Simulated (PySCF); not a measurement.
An unknown is described by computed data only.

Elements present: C, F and N. Monoisotopic mass: 94.9983 u.

| Item | Value |
| --- | --- |
| UV, first state | lowest singlet excitation: 7.63 eV (162 nm, f = 0.114 summed over 2 states within 0.01 eV) [TDDFT B3LYP/def2-SVPD] |
| Rotational structure | rotational constants A, B, C: 5.753, 3.228, 3.228 GHz [PBE0-D3(BJ)/def2-SVP] |
| Dipole | 1.06 D [B3LYP/def2-SVPD] |
| Polarisability | 32.2 au [B3LYP/def2-SVPD] |
| Valence photoelectron | vertical ionisation energy: 12.72 eV [ΔSCF B3LYP/def2-SVPD] |
| NMR, other nuclei | isotropic shieldings of nuclei other than C and H, by class: 56 (1 N), 230 (3 F) ppm [GIAO B3LYP/pcSseg-2] |
| UV, strongest line | among the 10 lowest singlet transitions: S9 at 10.54 eV (118 nm, f = 0.279) [TDDFT B3LYP/def2-SVPD] |
| Triplet | lowest triplet excitation (Tamm–Dancoff): 5.32 eV [TDA B3LYP/def2-SVPD] |
| 13C NMR | chemical shifts (computed TMS as zero) by class: 190.0 (1 C), 118.6 (1 C) ppm [GIAO B3LYP/pcSseg-2] |

Electronic properties: PySCF, gas phase, density fitting. Levels stand in brackets. Geometry: PBE0-D3(BJ)/def2-SVP; no solvent, vibrations or thermal averaging. NMR values are class means; diastereotopic atoms form classes of their own.

Task: Which formula fits the mass and the elements?

Result: C2F3N (calculated 94.9983). No other formula that holds each of these elements comes within 0.0003 u with a fitting electron parity and a possible valence count.

Task: Propose a structure and show how it fits.

Result: Numbering: `[C-:1]#[N+:2][C:3]([F:4])([F:5])[F:6]`. 2 carbons fall into 2 classes; from least to most shielded: isocyanide carbon [C1] (190.0 ppm), CF3 carbon [C3] (118.6 ppm). The other shieldings belong to: 56 ppm, isocyanide nitrogen [N2]; 230 ppm, fluorine of a CF3 group [F4/F5/F6]. The first electron is taken from the HOMO, whose largest Löwdin shares are 0.82 on the isocyanide carbon and 0.16 on the isocyanide nitrogen. The optimised geometry has point group C3v and is a prolate symmetric top. Structure: `[C-]#[N+]C(F)(F)F`. Computed isomers that give other values at the same levels: `N#CC(F)(F)F` (smallest rotational constant: 2.956 GHz; this holds for the one conformer computed). The assignments are read from this structure; whether some other isomer fits the data as well wasn't checked.
